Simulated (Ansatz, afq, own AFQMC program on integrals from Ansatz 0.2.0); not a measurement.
Where AFQMC and coupled cluster stand for GeH2O, singlet

```json
{"atom": "Ge", "x (Å)": "0.0000", "y (Å)": "0.0942", "z (Å)": "0.3125"}
{"atom": "O", "x (Å)": "0.0000", "y (Å)": "-0.4314", "z (Å)": "-1.3992"}
{"atom": "H", "x (Å)": "0.0000", "y (Å)": "1.4499", "z (Å)": "1.1606"}
{"atom": "H", "x (Å)": "0.0000", "y (Å)": "-1.3899", "z (Å)": "-1.4734"}
```

Connectivity, by distances: GeH–OH.

Basis cc-pVTZ. Noble-gas cores (and the filled d shells of Ga–Kr and In–Xe) are frozen. AFQMC by an in-house program on the Cholesky factors that Ansatz 0.2.0 writes for its CCSD(T) run. ph-AFQMC/CISD is guided by a CISD state made of CCSD amplitudes; releasing the constraint for a short imaginary time cuts its bias at the price of noise, slowly where states lie close. Free AFQMC starts from the CCSD state and is never constrained. Its projection time is finite, and what remains of the start isn't in its error. Error bars are statistical, one sigma. No spin–orbit coupling.

Determinant: RHF, the one that the program's search chose, which needn't be the lowest solution. The geometry is a point of a scan.

No full CI on the walks' own integrals is used here; CCSDT(Q) serves as the reference and is uncertain by about the last step of the cluster series.

Cautions: no relativity below Rb; no spin-orbit coupling; inner d shell frozen; higher spins were not checked; restricted determinant unstable towards unrestricted (UHF 212 meV lower, ⟨S²⟩ 0.57).

```
T1 diagnostic                               : 0.0185
weight of the determinant in the CISD state : 0.864
size of the correlated space                : 12 electrons in 86 orbitals
```

Reference: CCSDT(Q), correlation energy -10.395 eV. The released energy is read at 2.40 1/Eh (meV from the phaseless value at times in 1/Eh: -4 ± 5 at 0.24, -8 ± 4 at 0.51, -9 ± 3 at 0.99, -5 ± 6 at 1.62, -16 ± 9 at 2.40).

```csv
level,E − E(reference) (kcal/mol),share of correlation (%)
HF,239.71,0.00
MP2,20.70,91.36
CCSD,9.83,95.90
CCSD(T),0.95,99.60
CCSDT,0.59,99.75
ph-AFQMC/HF,-3.52 ± 0.64,101.47
ph-AFQMC/CISD,0.12 ± 0.13,99.95
released AFQMC,-0.25 ± 0.21,100.10
free AFQMC,0.31 ± 0.26,99.87
```

Free projections are given only where their last times agree within the noise and don't stop above the reference; a slow remainder of the start can still hide under it. A walk keeps the symmetry of its determinant, which the program's search chose and which needn't be the lowest solution, so a lower state of the same spin and another symmetry isn't excluded. Released energies are given only where the last usable release times agree within the noise; a slower fall can still hide under it.
